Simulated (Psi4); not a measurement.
**BNH6 (SMILES [H]B([H])([H])<-N): levels of theory compared**

Wanted: a comparison of 3 runs (HF/3-21G, PBE0/def2-SVP, B3LYP/6-311+G**) of BNH6. 

Program for the calculation: Psi4 1.11.

**1. Starting point**

BNH6: 8 atoms, total charge 0, spin state singlet. As SMILES, `[H]B([H])([H])<-N`. The coordinates come from a GFN2-xTB relaxation.

Bond lengths: B1–N2 1.659 Å, N2–H3 1.013 Å, N2–H4 1.013 Å, N2–H5 1.013 Å, B1–H6 1.191 Å, B1–H7 1.191 Å, B1–H8 1.190 Å. Some angles: B1–N2–H3 108.6°, B1–N2–H4 108.6°, B1–N2–H5 108.6°, N2–B1–H6 105.5°, N2–B1–H7 105.6°, N2–B1–H8 105.6°, H3–N2–H4 110.3°, H3–N2–H5 110.4°, H4–N2–H5 110.3°, H6–B1–H7 113.1°.

**2. The energy at HF/3-21G (run 1)**

bh6n.json

```json
{
  "schema_name": "qcschema_input",
  "schema_version": 1,
  "molecule": {
    "schema_name": "qcschema_molecule",
    "schema_version": 2,
    "symbols": ["B", "N", "H", "H", "H", "H", "H", "H"],
    "geometry": [-0.0041574, 0.00561249, -1.56977659, 0.00402512, -0.00574477, 1.56461764, -1.80669156, 0.06508217, 2.17981798, 0.97477743, 1.52531134, 2.1783251, 0.84960197, -1.61410957, 2.1658907, 2.16061836, -0.06064131, -2.17855187, -1.02991964, 1.91837437, -2.16347185, -1.14823539, -1.83388472, -2.17683221],
    "molecular_charge": 0,
    "molecular_multiplicity": 1,
    "fix_symmetry": "c1",
    "fix_com": true,
    "fix_orientation": true
  },
  "driver": "energy",
  "model": {
    "method": "hf",
    "basis": "3-21G"
  },
  "keywords": {
    "puream": true,
    "e_convergence": 1e-09,
    "d_convergence": 1e-08,
    "scf_type": "pk",
    "scf_properties": ["DIPOLE", "MAYER_INDICES", "LOWDIN_CHARGES"]
  }
}
```

Launch:

```bash
$ psi4 --qcschema bh6n.json -n 1 --memory 1600MB
```

stdout:

```text
[...]
  Running in c1 symmetry.
[...]
  Nuclear repulsion =   40.786411410089698
[...]
  Multiplicity = 1
[...]
  Nalpha       = 9
  Nbeta        = 9
[...]
    Number of basis functions: 30
[...]
   @RHF iter   1:   -82.11133003313827   -6.25782e-01   9.09164e-03 DIIS/ADIIS
[...]
   @RHF iter  10:   -82.16503800203439   -4.40536e-13   2.56034e-09 DIIS
[...]
    Orbital Energies [Eh]
    ---------------------
    Doubly Occupied:
       1A    -15.570451     2A     -7.471790     3A     -1.249526
       4A     -0.731686     5A     -0.731539     6A     -0.705541
       7A     -0.506257     8A     -0.406397     9A     -0.406335
[...]
  @RHF Final Energy:   -82.16503800203439
   => Energetics <=
    Nuclear Repulsion Energy =             40.7864114100896984
    One-Electron Energy =                -190.3438529134677424
    Two-Electron Energy =                  67.3924035013436509
    Total Energy =                        -82.1650380020343931
[...]
 Multipole Moments:
 ------------------------------------------------------------------------------------
     Multipole            Electronic (a.u.)      Nuclear  (a.u.)        Total (a.u.)
 ------------------------------------------------------------------------------------
 L = 1.  Multiply by 2.5417464519 to convert [e a0] to [Debye]
 Dipole X            :         -0.0013331            0.0075400            0.0062069
 Dipole Y            :          0.0035272           -0.0120187           -0.0084915
 Dipole Z            :         -0.8309060            3.1086184            2.2777123
 Magnitude           :                                                    2.2777366
[...]
```

The result, in JSON:

```text
{
 "driver": "energy",
 "model": {
  "method": "hf",
  "basis": "3-21G"
 },
 "success": true,
 "return_result": -82.1650380020344,
 "properties": {
  "calcinfo_nbasis": 30,
  "calcinfo_nmo": 30,
  "calcinfo_nalpha": 9,
  "calcinfo_nbeta": 9,
  "calcinfo_natom": 8,
  "nuclear_repulsion_energy": 40.7864114100897,
  "return_energy": -82.1650380020344,
  "scf_one_electron_energy": -190.34385291346774,
  "scf_two_electron_energy": 67.39240350134365,
  "scf_dipole_moment": [0.006206891805154047, -0.008491456386976778, 2.277712345675872],
  "scf_total_energy": -82.1650380020344,
  "scf_iterations": 10
 }
}
```

Run time: 1.5 s. Hardware: 1 thread of Intel Xeon 6975P-C (Granite Rapids), shared host; peak memory 0.18 GiB.

**3. A single-point energy at PBE0/def2-SVP (run 2)**

input.inp

```
memory 1.6 GB

molecule {
  0 1
  B     -0.002200     0.002970    -0.830690
  N      0.002130    -0.003040     0.827960
  H     -0.956060     0.034440     1.153510
  H      0.515830     0.807160     1.152720
  H      0.449590    -0.854150     1.146140
  H      1.143350    -0.032090    -1.152840
  H     -0.545010     1.015160    -1.144860
  H     -0.607620    -0.970450    -1.151930
  units angstrom
  symmetry c1
}

set {
  basis                def2-SVP
  reference            rks
  puream               true
  e_convergence        1e-09
  d_convergence        1e-08
  scf_type             pk
  dft_radial_points    99
  dft_spherical_points 590
}

E, wfn = energy("pbe0", return_wfn=True)
print_variables()
```

Launch:

```bash
$ psi4 -n 1 input.inp input.out
```

input.out:

```text
[...]
  Running in c1 symmetry.
[...]
  Nuclear repulsion =   40.786411378503296
[...]
  Multiplicity = 1
[...]
  Nalpha       = 9
  Nbeta        = 9
[...]
    Number of basis functions: 58
[...]
   @RKS iter   1:   -82.83720171844989   -2.87037e-01   1.02375e-02 DIIS/ADIIS
[...]
   @RKS iter   9:   -83.03881395443486   -6.62226e-12   3.63524e-09 DIIS
[...]
    Orbital Energies [Eh]
    ---------------------
    Doubly Occupied:
       1A    -14.471731     2A     -6.708518     3A     -0.964088
       4A     -0.570513     5A     -0.570385     6A     -0.521255
       7A     -0.363991     8A     -0.281748     9A     -0.281703
[...]
  @RKS Final Energy:   -83.03881395443486
   => Energetics <=
    Nuclear Repulsion Energy =             40.7864113785032956
    One-Electron Energy =                -191.0803843232272357
    Two-Electron Energy =                  77.2027542131528861
    DFT Exchange-Correlation Energy =      -9.9475952228637929
    Empirical Dispersion Energy =           0.0000000000000000
    VV10 Nonlocal Energy =                  0.0000000000000000
    Total Energy =                        -83.0388139544348576
[...]
 Multipole Moments:
 ------------------------------------------------------------------------------------
     Multipole            Electronic (a.u.)      Nuclear  (a.u.)        Total (a.u.)
 ------------------------------------------------------------------------------------
 L = 1.  Multiply by 2.5417464519 to convert [e a0] to [Debye]
 Dipole X            :          0.0046003            0.0013121            0.0059124
 Dipole Y            :         -0.0068006           -0.0012848           -0.0080854
 Dipole Z            :          1.7525846            0.4239032            2.1764879
 Magnitude           :                                                    2.1765109
[...]
```

Run time: 9.6 s. Hardware: 1 thread of Intel Xeon 6975P-C (Granite Rapids), shared host; peak memory 0.98 GiB.

**4. Energy and gradient at B3LYP/6-311+G(d,p) (run 3)**

bh6n.dat

```
memory 1600 MB

molecule molecule1 {
  0 1
  B     -0.00415740     0.00561249    -1.56977659
  N      0.00402512    -0.00574477     1.56461764
  H     -1.80669156     0.06508217     2.17981798
  H      0.97477743     1.52531134     2.17832510
  H      0.84960197    -1.61410957     2.16589070
  H      2.16061836    -0.06064131    -2.17855187
  H     -1.02991964     1.91837437    -2.16347185
  H     -1.14823539    -1.83388472    -2.17683221
  units au
  symmetry c1
}

set globals {
  puream true
  e_convergence 1e-09
  d_convergence 1e-08
  scf_type pk
  dft_radial_points 99
  dft_spherical_points 590
}

result, w = gradient("b3lyp/6-311+G**", return_wfn=True)
oeprop(w, "MULLIKEN_CHARGES", "MAYER_INDICES", "LOWDIN_CHARGES", title="B3LYP")
```

Launch:

```bash
$ psi4 bh6n.dat bh6n.out -n 1
```

bh6n.out, shortened:

```text
[...]
  Running in c1 symmetry.
[...]
  Nuclear repulsion =   40.786411410089698
[...]
  Multiplicity = 1
[...]
  Nalpha       = 9
  Nbeta        = 9
[...]
    Number of basis functions: 80
[...]
   @RKS iter   1:   -82.91054602149548   -2.53769e-01   1.02588e-02 DIIS/ADIIS
[...]
   @RKS iter  10:   -83.24892799111574   -4.12115e-13   7.64830e-10 DIIS
[...]
  @RKS Final Energy:   -83.24892799111574
   => Energetics <=
    Nuclear Repulsion Energy =             40.7864114100896984
    One-Electron Energy =                -191.2179868143493309
    Two-Electron Energy =                  77.9074794011861798
    DFT Exchange-Correlation Energy =     -10.7248319880422880
    Empirical Dispersion Energy =           0.0000000000000000
    VV10 Nonlocal Energy =                  0.0000000000000000
    Total Energy =                        -83.2489279911157354
[...]
 Multipole Moments:
 ------------------------------------------------------------------------------------
     Multipole            Electronic (a.u.)      Nuclear  (a.u.)        Total (a.u.)
 ------------------------------------------------------------------------------------
 L = 1.  Multiply by 2.5417464519 to convert [e a0] to [Debye]
 Dipole X            :          0.0043906            0.0013121            0.0057028
 Dipole Y            :         -0.0065088           -0.0012848           -0.0077935
 Dipole Z            :          1.6741870            0.4239032            2.0980902
 Magnitude           :                                                    2.0981125
[...]
  -Total Gradient:
     Atom            X                  Y                   Z
    ------   -----------------  -----------------  -----------------
       1        0.000048078904    -0.000117007364    -0.000474070037
       2       -0.000103742738    -0.000054148572     0.012349547510
       3        0.000685759802     0.000079473538    -0.005213216191
       4       -0.000330473738    -0.000503453097    -0.005139798504
       5       -0.000253177712     0.000517887604    -0.005192293025
       6       -0.008014479358     0.000268202186     0.001263214111
       7        0.003718428057    -0.007002914777     0.001171809374
       8        0.004249602456     0.006812097225     0.001234759306
[...]
  Mulliken Charges: (a.u.)
   Center  Symbol    Alpha    Beta     Spin     Total
       1     B     2.56498  2.56498  0.00000 -0.12996
[...]
```

Run time: 14 s. Hardware: 1 thread of Intel Xeon 6975P-C (Granite Rapids), shared host; peak memory 0.8 GiB.

**5. The series**

```tsv
run	level	properties	integration grid	energy (Eh)	dipole moment (D)	HOMO energy (eV)	LUMO energy (eV)	wall time
1	HF/3-21G	(dipole, mayer, lowdin)	–	-82.165038	5.79	-11.06	5.61	1.5 s
2	PBE0/def2-SVP	–	99 radial × 590 angular	-83.038814	5.53	-7.67	0.67	9.6 s
3	B3LYP/6-311+G**	(mulliken, mayer, lowdin)	99 radial × 590 angular	-83.248928	5.33	-7.65	-0.89	14 s
```

**6. What came out**

```
                       quantity         value
            run 3: total energy  -83.24893 Eh
           run 3: dipole moment        5.33 D
             run 3: HOMO energy      -7.65 eV
             run 3: LUMO energy      -0.89 eV
           run 3: HOMO–LUMO gap       6.76 eV
run 3: largest force on an atom    0.635 eV/Å
```

**Reading.** The dipole moment (its size) runs from 5.33 D (B3LYP/6-311+G**) to 5.79 D (HF/3-21G). The two ends differ in method and basis. The HOMO–LUMO gap runs from 6.76 eV (B3LYP/6-311+G**) to 16.66 eV (HF/3-21G). Totals of different functionals can't be ranked against each other. All runs together took 25 s, the longest 14 s.
